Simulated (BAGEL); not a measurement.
Worked example: vertical ionisation energy of C5H8 (methylenecyclobutane)

The species is C5H8 (13 atoms), meant as a singlet with charge 0. SMILES: `C=C1CCC1`. The shape is that of a PBE0-D4/def2-TZVP optimisation.

Both states at this one shape; open shells run unrestricted unless said. 1 Eh = 27.2114 eV.

| level | program | singlet C5H8 (Eh) | doublet [C5H8]+ (Eh) | HOMO of the first (eV) |
| --- | --- | --- | --- | --- |
| HF/6-31G** (density fitting with qzvpp-jkfit, spherical functions) | BAGEL | -193.954717 | -193.668092 | -9.30 |
| HF/6-311G** (density fitting with qzvpp-jkfit) | BAGEL | -193.987916 | -193.698262 | -9.41 |
| HF/6-311++G(3df,3pd) (density fitting with qzvpp-jkfit) | BAGEL | -194.005511 | -193.716164 | -9.44 |

Problem. Work out the vertical ionisation energy at each level.

Solution. 
1. HF/6-31G** (density fitting with qzvpp-jkfit, spherical functions): -193.668092 − (-193.954717) = 0.286625 Eh = 7.80 eV; −ε(HOMO) = 9.30 eV.
2. HF/6-311G** (density fitting with qzvpp-jkfit): -193.698262 − (-193.987916) = 0.289654 Eh = 7.88 eV; −ε(HOMO) = 9.41 eV.
3. HF/6-311++G(3df,3pd) (density fitting with qzvpp-jkfit): -193.716164 − (-194.005511) = 0.289347 Eh = 7.87 eV; −ε(HOMO) = 9.44 eV.

No measured value is set beside it here; the levels span 7.80 to 7.88 eV. In Hartree–Fock, −ε(HOMO) (Koopmans) exceeds the difference of totals by the orbital relaxation of the ion.
